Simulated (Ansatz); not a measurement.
Cost and result for the atomization energy of `CC(O)(O)F` (10 atoms, 9 bonds).

```xyz
10

C    -0.904    0.234    0.630
C     0.324    0.071   -0.225
O     1.425    0.478    0.459
O     0.547   -1.218   -0.675
F     0.160    0.869   -1.360
H    -1.793   -0.038    0.059
H    -0.822   -0.412    1.504
H    -0.993    1.271    0.951
H     2.199    0.191   -0.039
H    -0.144   -1.445   -1.305
```

The species carries charge 0 and has multiplicity 1. Geometry: relaxed with PBE0-D4/def2-TZVP. It is one conformer, not always the lowest. Program: Ansatz. All runs use 4 threads of an Arm Neoverse V2 on a shared host. Times are those of one run each, without the atoms' runs, and a repeat can differ threefold. Electronic energies, without spin–orbit coupling; frozen cores. CCSD(T)/CBS adds CCSD(T) − MP2 in def2-TZVPP to the MP2 limit, and its time is that of the two runs behind it. T1 = 0.011. B3LYP takes the VWN-RPA correlation (the form of Gaussian; ORCA's B3LYP/G).

CCSD(T)/CBS is a level of theory with its own doubt, some kJ/mol a heavy atom from the limit and from the frozen cores, so smaller differences don't rank the functionals.

```
                             level  functions  wall time
   PBE-D4/def2-TZVPP (with forces)        225      1.6 s
                PBE0-D4/def2-TZVPP        225      1.6 s
 B3LYP-D4/def2-TZVPP (with forces)        225      2.6 s
r2SCAN-D4/def2-TZVPP (with forces)        225      2.9 s
                 B2PLYP/def2-TZVPP        225      3.1 s
                ωB97X-V/def2-TZVPP        225      4.6 s
  ωB97M-V/def2-TZVPP (with forces)        225      6.5 s
                    MP2/def2-QZVPP        435       13 s
                CCSD(T)/def2-TZVPP        225       90 s
                 CCSD(T)/CBS(def2)          –      100 s
```

Task: What atomization energy does each give, and how far from CCSD(T)/CBS? (Best estimate.)

Result: Ansatz gave: 
```json
{"level": "PBE-D4/def2-TZVPP (with forces)", "atomization (kcal/mol)": "970.4", "difference from CCSD(T)/CBS": "25.9", "per bond": "2.9"}
{"level": "PBE0-D4/def2-TZVPP", "atomization (kcal/mol)": "943.9", "difference from CCSD(T)/CBS": "-0.6", "per bond": "-0.1"}
{"level": "B3LYP-D4/def2-TZVPP (with forces)", "atomization (kcal/mol)": "938.4", "difference from CCSD(T)/CBS": "-6.1", "per bond": "-0.7"}
{"level": "r2SCAN-D4/def2-TZVPP (with forces)", "atomization (kcal/mol)": "946.2", "difference from CCSD(T)/CBS": "1.7", "per bond": "0.2"}
{"level": "B2PLYP/def2-TZVPP", "atomization (kcal/mol)": "931.8", "difference from CCSD(T)/CBS": "-12.7", "per bond": "-1.4"}
{"level": "ωB97X-V/def2-TZVPP", "atomization (kcal/mol)": "944.3", "difference from CCSD(T)/CBS": "-0.2", "per bond": "0.0"}
{"level": "ωB97M-V/def2-TZVPP (with forces)", "atomization (kcal/mol)": "946.5", "difference from CCSD(T)/CBS": "2.0", "per bond": "0.2"}
{"level": "MP2/def2-QZVPP", "atomization (kcal/mol)": "958.4", "difference from CCSD(T)/CBS": "13.9", "per bond": "1.5"}
{"level": "CCSD(T)/def2-TZVPP", "atomization (kcal/mol)": "918.7", "difference from CCSD(T)/CBS": "-25.8", "per bond": "-2.9"}
{"level": "CCSD(T)/CBS(def2)", "atomization (kcal/mol)": "944.5", "difference from CCSD(T)/CBS": "0.0", "per bond": "0.0"}
```

From PBE to PBE0 (25 % exact exchange), in def2-TZVPP and without D4, the atomization energy moves by −25.9 kcal/mol: exact exchange takes away binding that semilocal exchange gives to molecules. The D4 term adds +5.5 kcal/mol with B3LYP and +2.8 kcal/mol with PBE0; it sums over pairs of atoms, weighted by their polarisabilities, and B3LYP, whose exchange is more repulsive, gets the larger term. In def2-TZVPP, CCSD(T) changes the Hartree–Fock value by +261.1 kcal/mol (the triples alone add +15.9 kcal/mol) and MP2 by +285.7 kcal/mol; breaking electron pairs costs correlation energy, which Hartree–Fock lacks.
